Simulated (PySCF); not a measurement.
Worked example: entropy of an ideal gas

CS₂, SMILES S=C=S.

The structure is a stationary point at B3LYP-D3(BJ)/def2-TZVP.

PySCF with B3LYP-D3(BJ)/def2-TZVP gives the harmonic wavenumbers 407, 407, 678, 1560 cm⁻¹ and the rotational temperature 0.1569 K. The molar mass is 76.13 g/mol, the symmetry number 2, the spin multiplicity 1.

Question: Work out the entropy at 298.15 K and 1 atm in the rigid-rotor, harmonic-oscillator model.

Answer: 
Translation (Sackur–Tetrode at 1 atm): S = R[1.5 ln M + 2.5 ln T − 1.16487] = 162.8 J/(mol K).
Rotation: q = T/(σ θ) = 950, S = R[ln q + 1] = 65.3 J/(mol K).
Vibration: with u = 1.4388 ν/T, each mode gives R[u/(e^u − 1) − ln(1 − e^−u)]:
```tsv
ν (cm⁻¹)	modes	u	S (J/(mol K))
407	2	1.96	7.84
678	1	3.27	1.39
1560	1	7.53	0.04
```
These are all the modes. Sum 9.3 J/(mol K).
Spin: R ln 1 = 0.0 J/(mol K).
Total 237.4 J/(mol K); the program's own thermochemistry gives 237.4. Translation makes up 69 % and vibration 4 %. Anharmonicity, hindered rotation and orbital degeneracy are left out.
